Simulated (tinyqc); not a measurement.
Worked calculation: extended Hueckel theory, for H2O-. The parameters take no account of the charge, which enters only through the electron count, and nothing here shows that the anion is bound. One step of it, computed by the program tinyqc.

Problem. Mulliken analysis. P = C n C^T; charge = valence electrons (H 1, O 6) minus the sum of (P S)_ii on the atom; overlap population = 2 sum P_ij S_ij between two atoms.

coefficients:
```
              MO1        MO2        MO3       MO4        MO5        MO6
1O 2s    0.900822  -0.007401  -0.116230  0.000000  -0.108197  -0.885420
1O 2px   0.000000   0.000000   0.000000  1.000000   0.000000   0.000000
1O 2py  -0.005362   0.713311   0.006861  0.000000   0.903310  -0.208174
1O 2pz  -0.027058  -0.000916   0.952768  0.000000  -0.080443  -0.465079
2H 1s    0.109052   0.318999   0.092655  0.000000  -0.685187   1.040158
3H 1s    0.091531  -0.346601   0.099490  0.000000   0.980580   0.624459
```

occupations: 2.000000  2.000000  2.000000  2.000000  1.000000  0.000000

overlap S:
```
           1O 2s    1O 2px     1O 2py    1O 2pz     2H 1s      3H 1s
1O 2s   1.000000  0.000000   0.000000  0.000000  0.484348   0.429980
1O 2px  0.000000  1.000000   0.000000  0.000000  0.000000   0.000000
1O 2py  0.000000  0.000000   1.000000  0.000000  0.341776  -0.315369
1O 2pz  0.000000  0.000000   0.000000  1.000000  0.219053   0.202418
2H 1s   0.484348  0.000000   0.341776  0.219053  1.000000   0.190654
3H 1s   0.429980  0.000000  -0.315369  0.202418  0.190654   1.000000
```

Give: charges; Overlap populations.

Solution.

charges: 1O -1.346, 2H 0.337, 3H 0.009

Overlap populations:
```
pair      value
2-1    0.223430
3-1   -0.168884
3-2   -0.325870
```
